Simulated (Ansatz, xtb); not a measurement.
C4H4O: which of two isomers lies lower

We compare I, `C#CC(=C)O`, a singlet, with II, `C#C/C=C/O`, a singlet. Both are isolated molecules in the gas phase, relaxed with PBE0-D3(BJ)/def2-SVP; the shapes shown needn't be the lowest conformers.

I (Å):

```xyz
9

C    -2.1184    2.3772    2.9437
C    -1.6797    2.1041    1.8457
C    -1.2186    1.7410    0.5375
C    -0.0654    2.1965    0.0239
O    -2.0168    0.9010   -0.1682
H    -2.4928    2.6291    3.9190
H     0.2438    1.8919   -0.9773
H     0.5644    2.8701    0.6021
H    -2.7908    0.6877    0.3630
```

II (Å):

```yaml
atoms:
  - { symbol: C, position_ang: [-0.9092, 2.7870, 3.3362] }
  - { symbol: C, position_ang: [-0.8340, 2.2695, 2.2392] }
  - { symbol: C, position_ang: [-0.7200, 1.6562, 0.9663] }
  - { symbol: C, position_ang: [-1.6989, 1.7112, 0.0451] }
  - { symbol: O, position_ang: [-1.5779, 1.1261, -1.1561] }
  - { symbol: H, position_ang: [-0.9792, 3.2455, 4.3046] }
  - { symbol: H, position_ang: [0.2009, 1.1158, 0.7222] }
  - { symbol: H, position_ang: [-2.6353, 2.2428, 0.2535] }
  - { symbol: H, position_ang: [-2.3756, 1.2741, -1.6716] }
```

**Question.** Estimate E(II) − E(I) at the level CCSD(T)/def2-SVP + ΔMP2/def2-TZVPP.

**Answer.** CCSD(T)/def2-SVP + ΔMP2/def2-TZVPP gives E(II) − E(I) = −0.36 kJ/mol, slightly favouring structure II, which is too small a margin to settle the true order.

Level by level:

```csv
level,geometry,E(II) − E(I) (kJ/mol),departure from the last row (kJ/mol),"job, with rough time for the two"
GFN2-xTB,GFN2-xTB,−2.35,−1.99,"optimisation, 0.11 s"
HF/STO-3G,GFN2-xTB,−6.24,−5.89,"single point, 0.22 s"
r2SCAN-D4/def2-SVP,GFN2-xTB,−6.70,−6.34,"single point, 2.7 s"
PBE0-D3(BJ)/def2-SVP,PBE0-D3(BJ)/def2-SVP,−7.71,−7.36,"optimisation, 22 s"
HF/def2-SVP,PBE0-D3(BJ)/def2-SVP,−8.22,−7.86,part of the CCSD(T) run
MP2/def2-SVP,PBE0-D3(BJ)/def2-SVP,−4.89,−4.54,part of the CCSD(T) run
CCSD(T)/def2-SVP,PBE0-D3(BJ)/def2-SVP,−4.20,−3.84,single point
CCSD(T)/def2-SVP + ΔMP2/def2-TZVPP,PBE0-D3(BJ)/def2-SVP,−0.36,,"single point, 20 s"
```

As drawn, both hold the same kinds of bond in the same numbers.

The largest departure from CCSD(T)/def2-SVP + ΔMP2/def2-TZVPP is that of HF/def2-SVP, 7.86 kJ/mol. The last row adds to CCSD(T) the change of the MP2 difference between the two basis sets, here +3.84 kJ/mol.

With harmonic frequencies from PBE0-D3(BJ)/def2-SVP (ideal gas, rigid rotor, one conformer each, 298.15 K, 1 atm): on the last row, ΔE + ΔZPE = +0.70, ΔH = +1.01, ΔG = +0.88 kJ/mol.

The correlated steps freeze 5 core orbitals. Programs: Ansatz 0.2.0, xtb 6.7.1; the last row on 2 threads of Arm Neoverse V1 on a shared host.
